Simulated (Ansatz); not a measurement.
# Property card for TiRh$_{3}$

Computed with Ansatz, DFT PBEsol, scalar-relativistic, plane waves, PAW.

Cutoff 420 eV; k points 12×12×12 on the computed 4-atom cell (Γ-centred); Gaussian smearing, width 0.10 eV; no spin polarisation.

The structure is relaxed at this level of theory with its symmetry kept. Whether it is the stable form of this composition wasn't checked.

It takes space group Pm-3m (No. 221, cubic). Conventional cell: a = 3.800 Å, b = 3.800 Å, c = 3.800 Å, α = 90.00°, β = 90.00°, γ = 90.00°. Around Ti (site symmetry m-3m) lie 12 Rh at 2.69 Å. Around Rh (site symmetry 4/mmm) lie 4 Ti at 2.69 Å and 8 Rh at 2.69 Å.

```
Volume per atom                                                   : 13.71 Å³
Formation energy from the elements' standard states (uncorrected) : -0.641 eV/atom
Kohn–Sham band gap                                                : none (metal)
Density of states at the Fermi level                              : 3.53 states/eV per cell
Löwdin character within 0.5 eV of the Fermi level                 : Rh 4d 67 %, Ti 3d 18 %, unprojected 4 %
Bulk modulus                                                      : 260 GPa
Its pressure derivative                                           : 4.8
Bader charges (e)                                                 : Ti (1 in the cell) 1.44, Rh (3 in the cell) -0.48
```

Spin polarisation was left out, and a magnetic state may lie lower.